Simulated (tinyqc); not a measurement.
Born-Oppenheimer dynamics on the unrestricted LDA (VWN5)/sto-3g surface (energies and gradients from PySCF), for CH2, spin multiplicity 3, step by step. Computed by tinyqc, a small Python program that keeps every step (integrals from PySCF). Settings: charge = 0, multiplicity = 3, basis = sto-3g, functional = lda,vwn, time step (fs) = 1.0, steps = 24. Command: `OMP_NUM_THREADS=1 python tinyqc.py 28005 28006 out.jsonl` (the two numbers bound the seeds that draw the settings). One thread of a shared host (Intel(R) Xeon(R) Processor @ 2.60GHz), about 10 s of CPU time with the checks.

## Velocity Verlet step 1

positions (bohr), order 1C, 2H, 3H:
```
[[0.1266, 0.0094, 0.0416],
 [0.1342, 1.7952, 0.9883],
 [0.0983, -1.6157, 0.8145]]
```

velocities (bohr per atomic time unit), order 1C, 2H, 3H:
```
[[0.0000170, -0.0000530, 0.0000012],
 [0.0000830, 0.0001590, 0.0006662],
 [-0.0002850, 0.0004720, -0.0006808]]
```

gradient (hartree/bohr), order 1C, 2H, 3H:
```
[[-0.002555, -0.136362, 0.078360],
 [-0.000151, -0.022378, -0.007577],
 [0.002707, 0.158741, -0.070783]]
```

masses (electron masses): [21874.6618, 1837.1526, 1837.1526]

gradient after step 1 (hartree/bohr), order 1C, 2H, 3H:
```
[[-0.002749, -0.106693, 0.053355],
 [-0.000131, -0.011039, -0.002496],
 [0.002880, 0.117733, -0.050859]]
```

dt = 1 fs = 41.3414 atomic units; x' = x + v dt - g dt^2 / (2m); after the new gradient g', v' = v - (g + g') dt / (2m).

positions after step 1 (bohr), order 1C, 2H, 3H:
```
[[0.1274, 0.0126, 0.0386],
 [0.1377, 1.8122, 1.0194],
 [0.0852, -1.6700, 0.8193]]
```

velocities after step 1 (bohr per atomic time unit), order 1C, 2H, 3H:
```
[[0.0000220, 0.0001767, -0.0001232],
 [0.0000861, 0.0005350, 0.0007796],
 [-0.0003479, -0.0026387, 0.0006879]]
```

## Velocity Verlet step 2

gradient after step 2 (hartree/bohr), order 1C, 2H, 3H:
```
[[-0.000467, -0.017382, 0.004411],
 [-0.000038, 0.000212, 0.001754],
 [0.000506, 0.017170, -0.006165]]
```

As before.

positions after step 2 (bohr), order 1C, 2H, 3H:
```
[[0.1284, 0.0241, 0.0314],
 [0.1413, 1.8395, 1.0528],
 [0.0695, -1.8339, 0.8713]]
```

velocities after step 2 (bohr per atomic time unit), order 1C, 2H, 3H:
```
[[0.0000250, 0.0002939, -0.0001778],
 [0.0000880, 0.0006568, 0.0007879],
 [-0.0003860, -0.0041566, 0.0013295]]
```

## Energy conservation

The total energy should stay constant up to terms of order dt^2; the step counts as short enough if it moves by less than 2 % of the largest kinetic energy.

Trajectory:
```
time (fs)  1C-2H (angstrom)  potential (hartree)  kinetic (hartree)  total (hartree)
0.0000               1.0696           -38.215953           0.001176       -38.214777
1.0000               1.0846           -38.224782           0.008283       -38.216499
2.0000               1.1023           -38.237569           0.019902       -38.217667
3.0000               1.1192           -38.233205           0.016536       -38.216670
4.0000               1.1316           -38.222436           0.006491       -38.215945
5.0000               1.1369           -38.216264           0.000556       -38.215707
6.0000               1.1338           -38.218708           0.002916       -38.215792
7.0000               1.1230           -38.228310           0.012041       -38.216269
8.0000               1.1073           -38.237363           0.020098       -38.217265
9.0000               1.0901           -38.232497           0.014981       -38.217516
10.0000              1.0748           -38.216642           0.001750       -38.214892
11.0000              1.0649           -38.223025           0.006752       -38.216273
12.0000              1.0665           -38.236424           0.018795       -38.217629
13.0000              1.0829           -38.233798           0.017056       -38.216742
14.0000              1.1094           -38.224003           0.007948       -38.216056
15.0000              1.1368           -38.217379           0.001599       -38.215781
16.0000              1.1556           -38.218452           0.002658       -38.215794
17.0000              1.1595           -38.226867           0.010664       -38.216203
18.0000              1.1460           -38.236004           0.018871       -38.217133
19.0000              1.1169           -38.233244           0.015779       -38.217465
20.0000              1.0789           -38.219289           0.003994       -38.215296
21.0000              1.0447           -38.222224           0.006078       -38.216146
22.0000              1.0328           -38.233253           0.015957       -38.217295
23.0000              1.0539           -38.233316           0.016541       -38.216774
24.0000              1.0993           -38.226598           0.010300       -38.216299
```

The total energy moves within 2.9e-03 hartree; that is over 2 % of the largest kinetic energy, so the time step is too long.
